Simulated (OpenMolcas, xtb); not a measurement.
BHCl2 (SMILES ClBCl): methods side by side

The species is BHCl2 (4 atoms), meant as a singlet with charge 0. As SMILES, `ClBCl`. Geometry: relaxed at GFN2-xTB.

Quantity: the vertical ionisation energy (to the doublet cation), in eV. The values are calculated.

```json
{"level": "GFN2-xTB", "kind": "semi-empirical", "program": "xtb", "value (eV)": "15.03", "less FCI/STO-3G": "+4.66"}
{"level": "GFN1-xTB", "kind": "semi-empirical", "program": "xtb", "value (eV)": "15.42", "less FCI/STO-3G": "+5.05"}
{"level": "HF/STO-3G, open shells restricted", "kind": "Hartree–Fock", "program": "OpenMolcas", "value (eV)": "10.72", "less FCI/STO-3G": "+0.35"}
{"level": "SVWN5/STO-3G", "kind": "LDA", "program": "OpenMolcas", "value (eV)": "10.51", "less FCI/STO-3G": "+0.14"}
{"level": "PBE/STO-3G", "kind": "GGA", "program": "OpenMolcas", "value (eV)": "10.54", "less FCI/STO-3G": "+0.17"}
{"level": "r2SCAN/STO-3G", "kind": "meta-GGA", "program": "OpenMolcas", "value (eV)": "10.80", "less FCI/STO-3G": "+0.43"}
{"level": "PBE0/STO-3G", "kind": "global hybrid", "program": "OpenMolcas", "value (eV)": "11.03", "less FCI/STO-3G": "+0.66"}
{"level": "FCI/STO-3G, open shells restricted", "kind": "exact in the basis", "program": "OpenMolcas", "value (eV)": "10.37", "less FCI/STO-3G": "0.00"}
```

FCI/STO-3G, open shells restricted is exact within its basis and frozen core, so for wave-function methods in that basis the difference is their error; functionals converge differently with the basis, so for them it is only a difference. The values span 10.37 to 15.42 eV. The xTB values lack the empirical shift that such differences need. All rows use very small basis sets, so even the best lies far from the true value.
